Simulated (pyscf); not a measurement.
One four-centre exchange on the singlet surface with elements of a group swapped. ωB97M-D3(BJ)/def2-TZVP, kcal/mol, from the separated reactants. PySCF, gas phase, ωB97X-D3(BJ)/def2-SVP geometries.

| step | barrier | reaction energy | imaginary mode (i cm⁻¹) |
|---|---|---|---|
| `[CH4]` + `[SH][ZnH]` → `[CH3][ZnH]` + `[SH2]` | … | … | 1311 |
| `[CH4]` + `[ZnH][SeH]` → `[CH3][ZnH]` + `[SeH2]` | 50.0 | +32.1 | 1207 |

What belongs in the gaps?


- `[CH4]` + `[SH][ZnH]` → `[CH3][ZnH]` + `[SH2]`, barrier: 48.0
- `[CH4]` + `[SH][ZnH]` → `[CH3][ZnH]` + `[SH2]`, reaction energy: +28.5

Row 1: On the product side the descent ends in a complex, 6.0 kcal/mol under the separated species and 22.8 kcal/mol under the saddle at ωB97X-D3(BJ)/def2-TZVP. Row 2: On the product side the descent ends in a complex, 5.8 kcal/mol under the separated species and 20.1 kcal/mol under the saddle at ωB97X-D3(BJ)/def2-TZVP. Each row is the saddle that its search found. Elements up to Kr have no core potential and no relativistic terms here.
